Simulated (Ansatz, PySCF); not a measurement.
Species: NaCl, charge -1, multiplicity 2. 
Geometry from a B3LYP-D3(BJ)/def2-TZVP (Ansatz, a first-principles code) optimisation:
```
Na
Cl 1 2.5073
```
Charge -1, spin multiplicity 2.

Total electronic energies in hartree. Valence correlation only, unless marked. UHF or UKS for open shells. Spin-orbit coupling is left out. No relativistic terms. Basis-set limits of correlation are two-point, X^-3; Hartree-Fock from the larger set.

```csv
level,program,energy (Eh)
HF-D3(BJ)/def2-TZVPD,PySCF + dftd3,-621.47117
HF-D4/def2-TZVPD,PySCF + dftd4,-621.46598
RI-HF/def2-TZVPPD,Ansatz,-621.46372
RI-HF/def2-QZVPP,Ansatz,-621.48267
TPSS/def2-TZVPD,PySCF,-622.63710
PBE0/STO-3G,Ansatz,___
PBE0-D4/def2-TZVP,Ansatz + dftd4,___
BHLYP/def2-TZVPD,Ansatz,___
TPSSh-D3(BJ)/def2-TZVPD,PySCF + dftd3,-622.62579
TPSSh-D4/def2-TZVPD,PySCF + dftd4,-622.62568
MN15-D3(BJ)/def2-TZVPD,PySCF + dftd3,-622.41689
LC-wPBE-D3(BJ)/def2-TZVPD,Ansatz + dftd3,-622.41562
B2GP-PLYP-D3(BJ)/def2-TZVPD,Ansatz + dftd3,-622.27270
B2GP-PLYP-D4/def2-TZVPD,Ansatz + dftd4,-622.27138
B2PLYP/def2-TZVPD,Ansatz,-622.35586
MP2/def2-SVP,Ansatz,-621.37198
RI-MP2/def2-TZVPP,Ansatz,-621.66204
RI-MP2/def2-QZVPPD,Ansatz,-621.70831
SCS-MP2/def2-SVPD,Ansatz,-621.40972
SCS-MP2/def2-TZVPPD,Ansatz,-621.66409
SCS-MP2/def2-QZVPP,Ansatz,-621.70571
CCSD(T)/def2-SVPD,Ansatz,-621.43159
"CCSD(T)/CBS(def2-TZVPPD,def2-QZVPPD)",Ansatz,-621.7505
```

### Question
Some entries are withheld; supply them.

### Answer

- PBE0/STO-3G, energy (Eh): -614.96512
- PBE0-D4/def2-TZVP, energy (Eh): -622.34930
- BHLYP/def2-TZVPD, energy (Eh): -622.59651
